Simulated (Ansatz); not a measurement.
# C2H4N2 (SMILES N=C=CN) at 6 levels

Wanted: a comparison of 6 runs (HF/STO-3G, HF/3-21G, HF/def2-SVP, B3LYP/6-31G*, BLYP/def2-SVP, PBE0/def2-SVP) of C2H4N2. 

The results are computed with Ansatz 0.2.0.

7 further runs of the same task are left out: 2 for a known fault of the program, 2 that didn't finish, 3 set aside as unsound or not needed.

## 1. The structure to begin with

C2H4N2 has 8 atoms, charge 0, and is taken as a singlet. SMILES: `N=C=CN`. Geometry: relaxed at PBE0-D4/def2-TZVP. This is one conformer, not always the lowest.

Bond lengths: N1–C2 1.227 Å, C2–C3 1.309 Å, C3–N4 1.418 Å, N1–H5 1.022 Å, C3–H6 1.084 Å, N4–H7 1.013 Å, N4–H8 1.011 Å. Angles: N1–C2–C3 175.8°, C2–C3–N4 125.5°, C2–N1–H5 114.4°, C2–C3–H6 117.7°, N4–C3–H6 116.5°, C3–N4–H7 111.1°, C3–N4–H8 111.8°, H7–N4–H8 108.2°.

## 2. Energy and forces at HF/STO-3G (run 1)

run.yaml

```yaml
crystal:
  periodic: [false, false, false]
  atoms:
    - {symbol: "N", position_ang: [-0.901600, 1.847800, -0.417500]}
    - {symbol: C, position_ang: [-0.177400, 0.906900, -0.109500]}
    - {symbol: C, position_ang: [0.558300, -0.092300, 0.307500]}
    - {symbol: "N", position_ang: [0.262900, -1.466300, 0.121900]}
    - {symbol: H, position_ang: [-0.790100, 2.167300, -1.381900]}
    - {symbol: H, position_ang: [1.522400, 0.139900, 0.745700]}
    - {symbol: H, position_ang: [0.249700, -1.959800, 1.006200]}
    - {symbol: H, position_ang: [-0.632100, -1.600600, -0.328200]}
basis:
  gaussian: {orbitals: STO-3G}
magnetization: {spin_polarized: false, initial_magnetization: 0}
hamiltonian: {xc: hf}
accuracy: high
output: {forces: true, orbitals: {seedname: orbitals}}
```

Command:

```sh
ansatz run run.yaml --threads 1 --pin off --max-ram 2610MiB --events-out events.jsonl --progress --plain --runs-dir runs
```

The log of the run:

```text
Warning: RAYON_NUM_THREADS=1 ignored (pool sized by the plan → 1); use --threads N
Functional definition: HF
  name "HF"
  exchange = exact_x
  correlation = 0
461 factors; integrals over basis functions are off by at most 3.5e-8 eV
mean field evaluation 1: about -5018.6954 eV, gradient 2.0e1 eV
mean field evaluation 2: about -5018.8386 eV, gradient 2.0e1 eV
mean field evaluation 4: about -5020.1432 eV, gradient 2.1e0 eV
mean field evaluation 8: about -5020.1724 eV, gradient 3.5e-5 eV
mean field -5020.17128673 eV, -184.4878919929 hartree, gradient 1.6e-8 eV, S^2 0.000000; 0 other end points of the search recorded, 0 dependent functions left out
the calculation of the forces begins
reference -5020.17128673 eV, -184.4878919929 hartree; 15, 15 occupied and 9, 9 virtual orbitals, 461 factors
Total energy: -5020.17128673 eV, -184.4878919929 hartree
Atom 0 at    -0.901600     1.847800    -0.417500 Å, force    -1.330399     0.905212     1.087773 eV/Å
Atom 1 at    -0.177400     0.906900    -0.109500 Å, force     1.501224    -2.087799     0.503289 eV/Å
Atom 2 at     0.558300    -0.092300     0.307500 Å, force    -0.234482     2.613537    -0.128172 eV/Å
Atom 3 at     0.262900    -1.466300     0.121900 Å, force     0.758177    -1.165715    -0.749607 eV/Å
Atom 4 at    -0.790100     2.167300    -1.381900 Å, force     0.303462     0.358536    -1.334957 eV/Å
Atom 5 at     1.522400     0.139900     0.745700 Å, force     0.015751    -0.144164     0.063892 eV/Å
Atom 6 at     0.249700    -1.959800     1.006200 Å, force    -0.088726    -0.430810     0.858794 eV/Å
Atom 7 at    -0.632100    -1.600600    -0.328200 Å, force    -0.925007    -0.048797    -0.301011 eV/Å
Dipole moment:     0.003185    -0.115003    -0.059342 e Å
```

Run time: 0.73 s. Hardware: 1 thread of Arm Neoverse N1, shared host.

## 3. Energy and forces at HF/3-21G (run 2)

input.yaml

```yaml
crystal:
  periodic: [false, false, false]
  atoms:
    - symbol: "N"
      position_ang: [-0.901600, 1.847800, -0.417500]
    - symbol: C
      position_ang: [-0.177400, 0.906900, -0.109500]
    - symbol: C
      position_ang: [0.558300, -0.092300, 0.307500]
    - symbol: "N"
      position_ang: [0.262900, -1.466300, 0.121900]
    - symbol: H
      position_ang: [-0.790100, 2.167300, -1.381900]
    - symbol: H
      position_ang: [1.522400, 0.139900, 0.745700]
    - symbol: H
      position_ang: [0.249700, -1.959800, 1.006200]
    - symbol: H
      position_ang: [-0.632100, -1.600600, -0.328200]
basis:
  gaussian:
    orbitals: 3-21G.json
hamiltonian:
  xc: hf
accuracy: high
output: {forces: true, orbitals: {seedname: orbitals}}
```

The basis set 3-21G is read from a file made from the Basis Set Exchange's data (not shown).

Command:

```sh
ansatz run input.yaml --threads 1 --pin off --max-ram 2610MiB --events-out events.jsonl --progress --plain --runs-dir runs
```

The log of the run, cut to the lines that bear on the results:

```text
Warning: RAYON_NUM_THREADS=1 ignored (pool sized by the plan → 1); use --threads N
[... 2 set-up lines as earlier in the session ...]
[...]
1062 factors; integrals over basis functions are off by at most 5.9e-9 eV
[...]
mean field -5056.88324430 eV, -185.8370315495 hartree, gradient 2.4e-8 eV, S^2 0.000000; 0 other end points of the search recorded, 0 dependent functions left out
[...]
reference -5056.88324430 eV, -185.8370315495 hartree; 15, 15 occupied and 29, 29 virtual orbitals, 1062 factors
Total energy: -5056.88324430 eV, -185.8370315495 hartree
Atom 0 at    -0.901600     1.847800    -0.417500 Å, force     0.637040    -0.556641    -0.476788 eV/Å
Atom 1 at    -0.177400     0.906900    -0.109500 Å, force    -0.030809    -0.369448     0.849598 eV/Å
Atom 2 at     0.558300    -0.092300     0.307500 Å, force     0.348999     1.623336    -0.371171 eV/Å
Atom 3 at     0.262900    -1.466300     0.121900 Å, force    -0.838257    -0.622207     0.433245 eV/Å
Atom 4 at    -0.790100     2.167300    -1.381900 Å, force    -0.211031     0.245401     0.139350 eV/Å
Atom 5 at     1.522400     0.139900     0.745700 Å, force    -0.406277    -0.148262    -0.196218 eV/Å
Atom 6 at     0.249700    -1.959800     1.006200 Å, force     0.189680    -0.041319    -0.222098 eV/Å
Atom 7 at    -0.632100    -1.600600    -0.328200 Å, force     0.310655    -0.130861    -0.155918 eV/Å
Dipole moment:     0.035086    -0.166071    -0.069551 e Å
```

Wall time 1.4 s (1 thread of Arm Neoverse N1, shared host); peak memory 0.096 GiB.

Runs 3 to 5 aren't shown in full; the table further down has their settings and results.

## 4. Energy and forces at PBE0/def2-SVP (run 6)

job.yaml

```yaml
crystal:
  periodic: [false, false, false]
  atoms:
    - {symbol: "N", position_ang: [-0.901600, 1.847800, -0.417500]}
    - {symbol: C, position_ang: [-0.177400, 0.906900, -0.109500]}
    - {symbol: C, position_ang: [0.558300, -0.092300, 0.307500]}
    - {symbol: "N", position_ang: [0.262900, -1.466300, 0.121900]}
    - {symbol: H, position_ang: [-0.790100, 2.167300, -1.381900]}
    - {symbol: H, position_ang: [1.522400, 0.139900, 0.745700]}
    - {symbol: H, position_ang: [0.249700, -1.959800, 1.006200]}
    - {symbol: H, position_ang: [-0.632100, -1.600600, -0.328200]}
basis:
  gaussian:
    orbitals: def2-SVP
hamiltonian:
  xc: {name: PBE0}
accuracy: high
output: {forces: true, orbitals: {seedname: orbitals}}
```

Command:

```sh
ansatz run job.yaml --threads 1 --pin off --max-ram 2610MiB --events-out events.jsonl --progress --plain --runs-dir runs
```

The log of the run, cut to the lines that bear on the results:

```text
Warning: RAYON_NUM_THREADS=1 ignored (pool sized by the plan → 1); use --threads N
Functional definition: PBE0
  name "PBE0"
[...]
1800 factors; integrals over basis functions are off by at most 3.3e-9 eV
[...]
mean field -5107.46102418 eV, -187.6957306773 hartree, gradient 4.0e-8 eV, S^2 0.000000; 0 other end points of the search recorded, 0 dependent functions left out
[...]
reference -5107.46102624 eV, -187.6957307530 hartree; 15, 15 occupied and 61, 61 virtual orbitals, 1800 factors
Total energy: -5107.46102624 eV, -187.6957307530 hartree
Atom 0 at    -0.901600     1.847800    -0.417500 Å, force    -0.326794     0.320593     0.082370 eV/Å
Atom 1 at    -0.177400     0.906900    -0.109500 Å, force    -0.065719     0.208317    -0.060789 eV/Å
Atom 2 at     0.558300    -0.092300     0.307500 Å, force    -0.041044    -0.700797    -0.000238 eV/Å
Atom 3 at     0.262900    -1.466300     0.121900 Å, force     0.276702     0.202595    -0.100527 eV/Å
Atom 4 at    -0.790100     2.167300    -1.381900 Å, force     0.027820     0.072185    -0.220695 eV/Å
Atom 5 at     1.522400     0.139900     0.745700 Å, force     0.350175     0.080776     0.166326 eV/Å
Atom 6 at     0.249700    -1.959800     1.006200 Å, force    -0.013892    -0.130646     0.213586 eV/Å
Atom 7 at    -0.632100    -1.600600    -0.328200 Å, force    -0.207248    -0.053023    -0.080033 eV/Å
Dipole moment:     0.010852    -0.185315    -0.072212 e Å
```

Run time: 10 s. Hardware: 1 thread of Arm Neoverse N1, shared host; peak memory 0.22 GiB.

## 5. All runs side by side

| run | level | Cartesian functions | energy (Eh) | dipole moment (D) | HOMO energy (eV) | LUMO energy (eV) | wall time |
| --- | --- | --- | --- | --- | --- | --- | --- |
| 1 | HF/STO-3G | no | -184.487892 | 0.62 | -6.46 | 7.93 | 0.73 s |
| 2 | HF/3-21G | no | -185.837032 | 0.88 | -8.21 | 4.41 | 1.4 s |
| 3 | HF/def2-SVP | no | -186.749974 | 0.99 | -8.51 | 3.89 | 5.1 s |
| 4 | B3LYP/6-31G* (Cartesian functions) | yes | -188.048650 | 0.96 | -5.23 | -0.17 | 9 s |
| 5 | BLYP/def2-SVP | no | -187.850072 | 0.98 | -4.09 | -0.99 | 9.3 s |
| 6 | PBE0/def2-SVP | no | -187.695731 | 0.96 | -5.56 | -0.11 | 10 s |

## 6. Summary of results

| quantity | value |
| --- | --- |
| run 6: total energy | -187.69573 Eh |
| run 6: dipole moment | 0.96 D |
| run 6: HOMO energy | -5.56 eV |
| run 6: LUMO energy | -0.11 eV |
| run 6: HOMO–LUMO gap | 5.45 eV |
| run 6: largest force on an atom | 0.702 eV/Å |

In words: The dipole moment (its size) runs from 0.62 D (HF/STO-3G) to 0.99 D (HF/def2-SVP). The HOMO–LUMO gap runs from 3.11 eV (BLYP/def2-SVP) to 14.38 eV (HF/STO-3G). The two ends differ in method and basis. Totals of different functionals can't be ranked against each other. In run 1 the basis is minimal, so the values are rough. All runs together took 36 s, the longest 10 s.
